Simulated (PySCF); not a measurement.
BH6N.
SMILES: `[BH3-][NH3+]`

The closed-shell ground state was solved at several levels (PySCF, density fitting, gas phase, non-relativistic). Geometry: PBE0-D3(BJ)/def2-SVP; no solvent, vibrations or thermal averaging.

```
            level  basis functions  total energy (Eh)  HOMO (eV)  LUMO (eV)  gap (eV)  dipole (D)
LC-wPBE/def2-SVPD               88           -83.1106     -10.62       1.52     12.14        5.49
   B97-D/pcSseg-2              156           -83.1967      -6.42      -1.04      5.38        5.45
     PBE/pcSseg-2              156           -83.1222      -6.39      -1.17      5.22        5.45
      PBE0/6-31G*               40           -83.0931      -7.44       1.17      8.61        5.73
   PBE0/def2-TZVP               98           -83.1352      -7.74      -0.04      7.70        5.50
    PBE0/def2-SVP               58           -83.0411      -7.58       0.56      8.14        5.74
     KT3/pcSseg-2              156           -84.5423      -6.52      -1.40      5.12        5.35
     KT2/pcSseg-2              156           -84.6064      -6.47      -1.12      5.35        5.34
     PBE0/cc-pVDZ               58           -83.1038      -7.57       0.59      8.16        5.65
     PBE0/6-31+G*               48           -83.0985      -7.68      -0.62      7.06        5.64
```

Estimate the row for LDA/pcSseg-2, a basis of 156 functions; the other rows only guide the guess.

Total energy -82.4529 Eh, HOMO -6.42 eV, LUMO -1.21 eV, gap 5.21 eV, dipole 5.48 D.

Over all these levels, which gives the widest orbital gap and which the narrowest?

LC-wPBE/def2-SVPD (range-separated hybrid) has the widest, 12.14 eV, and KT3/pcSseg-2 (GGA) the narrowest, 5.12 eV. Functional and basis both differ between the two, so the spread mixes both effects.

How much does the basis alone move the frontier levels among the 5 PBE0 rows?

The HOMO by 0.30 eV and the LUMO by 1.79 eV. By rising basis size (HOMO, LUMO in eV): 6-31G* -7.44, 1.17; 6-31+G* -7.68, -0.62; def2-SVP -7.58, 0.56; cc-pVDZ -7.57, 0.59; def2-TZVP -7.74, -0.04.

How far do the dipole and the HOMO energy spread over the levels?

The dipole runs from 5.34 to 5.74 D (mean 5.53 D) and the HOMO from -10.62 to -6.39 eV.

Note: B97-D ran without an empirical dispersion term, which enters the total energy and its gradient alone.
